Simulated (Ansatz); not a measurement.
The parent structure is GaSb in the zinc blende structure (space group F-43m, No. 216).

```xyz
2
Lattice="0.0000 3.0662 3.0662 3.0662 0.0000 3.0662 3.0662 3.0662 0.0000" Properties=species:S:1:pos:R:3 pbc="T T T"
Sb     4.5993     4.5993     4.5993
Ga     0.0000     0.0000     0.0000
```

All numbers come from r2SCAN (Ansatz, a quantum-chemistry and plane-wave program; PAW; 500 eV plane waves; scalar-relativistic without spin-orbit coupling).

One thing is altered: full substitution Sb → As; the structure is relaxed again.

Measured lattice parameter a: GaSb 6.0959 Å (room temperature; as listed in I. Vurgaftman, J. R. Meyer, L. R. Ram-Mohan, Journal of Applied Physics (2001)); GaAs 5.64 Å (static lattice; corrected from measurement; as listed in Daniel Mejia-Rodriguez, S. B. Trickey, Phys. Rev. B (2018)).

Q: How well does r2SCAN reproduce the measured shift?

A: With r2SCAN the lattice parameter a moves by -0.466 Å (6.132 → 5.667) against -0.456 Å measured. The two measured values stand on different bases (one corrected, one not), which blurs small differences.

Stability against distortions was not tested.
